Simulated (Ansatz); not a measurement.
# Al₂FH₃, SMILES [F][AlH][AlH2]: a polarisability from point charges

Computed with the Python package of Ansatz (0.2.0).

The cells in order, each with its output:

**Cell 1**
```python
import ansatz
import numpy as np

config = {
    'basis': 'aug-cc-pVDZ',
    'level': 'MP2',
}
```

**Cell 2**
```python
GEOMETRY = '''
F    -0.89190   -2.14280    1.28140
Al   -0.50440   -1.11960   -0.17610
Al    0.46930    1.14310    0.09990
H    -0.68010   -1.68530   -1.64540
H     0.89400    2.00450   -1.18520
H     0.75520    1.73620    1.57920
'''
```

**Cell 3**
```python
molecule = ansatz.Crystal.molecule()
for line in GEOMETRY.strip().splitlines():
    symbol, *xyz = line.split()
    molecule = molecule.atom(symbol, [float(v) for v in xyz])
```

**Cell 4**
```python
job = molecule.calculation()
job = job.basis(gaussian=config['basis'])
job = job.correlation(config['level']).forces()
# charges +q and -q at -R and +R make a nearly even field 2 k q / R^2 at the centre
centre = np.mean([site.position_ang for site in molecule.cartesian_sites], axis=0)
field = 2 * 14.399645 * 4.0 / 40.0 ** 2
```

**Cell 5**
```python
def dipole(axis, sign):
    arm = 40.0 * np.eye(3)[axis]
    pair = [{'charge': sign * 4.0, 'position_ang': (centre - arm).tolist()}, {'charge': -sign * 4.0, 'position_ang': (centre + arm).tolist()}]
    deck = job.input().set(ansatz.key.basis.gaussian.point_charges, pair)
    return np.array(ansatz.Session.from_dict(deck).plan().execute().report['charge_distribution']['dipole_moment_e_ang'])


print(f'field {field:.4f} V/A')
alpha = np.array([(dipole(axis, 1) - dipole(axis, -1)) / (2 * field) * 14.399645 for axis in range(3)])
print('polarisability tensor (A^3)')
print(np.array2string(alpha, precision=3, suppress_small=True))
print(f'mean {np.trace(alpha) / 3:.3f} A^3 = {np.trace(alpha) / 3 / 0.14818471:.2f} bohr^3')
```
Output:
```text
field 0.0720 V/A
polarisability tensor (A^3)
[[7.643 1.233 0.096]
 [1.243 9.982 0.268]
 [0.097 0.274 9.087]]
mean 8.904 A^3 = 60.09 bohr^3
```

The geometry is a force-field or estimated start, not a minimum of this method, and the basis set is short of its limit. The field of two point charges is only nearly even. Timing: 32 s on 1 thread of Intel(R) Xeon(R) Platinum 8259CL CPU @ 2.50GHz (Skylake/Cascade Lake), with other jobs on the host, peak memory 0.3 GiB.
